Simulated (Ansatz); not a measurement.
Errors in the atomisation enthalpy at 298 K

6 molecules with nitrogen; the atomisation enthalpy at 298 K in kJ/mol, computed less measured. Shapes, held fixed at every level: PBE0-D4/def2-TZVP. Flexible molecules stand in one conformer, not always the lowest. Thermal terms are harmonic and unscaled (PBE0-D4/def2-TZVP); the spin-orbit lowering of the free atoms is taken from their spectra. Programs: Ansatz 0.2.0. Measured values: Active Thermochemical Tables, CRC Handbook of Chemistry and Physics.

Levels: A = PBE0-D4/def2-TZVPP; B = MP2/def2-SVP; C = CCSD(T)/CBS estimate.

```csv
molecule,from tabulated heats,A,B,C
CHNS (SMILES N=C=S),1557,+28,-73,-12
N2H3 (hydrazinyl radical),1374,+19,-154,-1
C3H5N (isocyanoethane),3571,+15,-128,-19
C2H8N2 (ethylenediamine),4141,+12,-245,-4
C3H7NO (propionamide),4657,+30,-176,-12
C5H7N (2-methyl-1H-pyrrole),5509,+86,-140,-19
```

(1) Sum up the errors.

## Answers

(1) 
```
               level                   kind  mean error  mean absolute error  worst case
  PBE0-D4/def2-TZVPP          global hybrid       +31.7                 31.7       C5H7N
        MP2/def2-SVP    perturbation theory      -152.7                152.7      C2H8N2
CCSD(T)/CBS estimate  coupled cluster or CI       -11.2                 11.2       C3H5N
```

On this set CCSD(T)/CBS estimate has the smallest mean absolute error and MP2/def2-SVP the largest. PBE0-D4/def2-TZVPP is too high in 6 of 6; MP2/def2-SVP is too low in 6 of 6; CCSD(T)/CBS estimate is too low in 6 of 6. Heats of the atoms come from ATcT where it has them. The levels differ in basis as well as in method. Correlated wave functions converge slowly with the basis. Open shells run unrestricted. The CBS estimate extrapolates MP2 from def2-TZVPP and def2-QZVPP and adds CCSD(T) − MP2 in the triple-zeta set, cores frozen. The set is small.
